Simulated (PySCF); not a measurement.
**Relaxation of doublet NO₂**

All numbers come from UPBE in PySCF with N def2-TZVP, O def2-TZVP; no relativity; density-fitted integrals. A (50,194) grid was used.

A start displaced from a saddle point along its imaginary mode, of C2v symmetry, held to at least that symmetry:

```xyz
3
charge 0 multiplicity 2, angstrom
N     0.0000   -0.1200    0.0000
O     0.0000    0.0525    1.2067
O     0.0000    0.0525   -1.2067
```

**Question.** What forces act on the atoms at the start (eV/Å)?

**Answer.** 
| atom | Fx | Fy | Fz |
| --- | --- | --- | --- |
| N1 | 0.00 | -4.75 | 0.00 |
| O2 | 0.00 | 2.37 | -1.52 |
| O3 | 0.00 | 2.37 | 1.52 |

**Question.** What does it relax to?

**Answer.** It ends at C2v with N–O 1.204 Å (×2); O–N–O 134.0°. A frequency run shows a minimum.

**Question.** How much energy is released, and in how many steps?

**Answer.** 99.2 kJ/mol in 5 steps.

The relaxation took 4.3 s on 4 threads of a shared Arm Neoverse V1 host, with 93 basis functions and 6 gradients; the process peaked at 0.78 GiB. Launch command: `OMP_NUM_THREADS=4 python axn.py task.json out`.
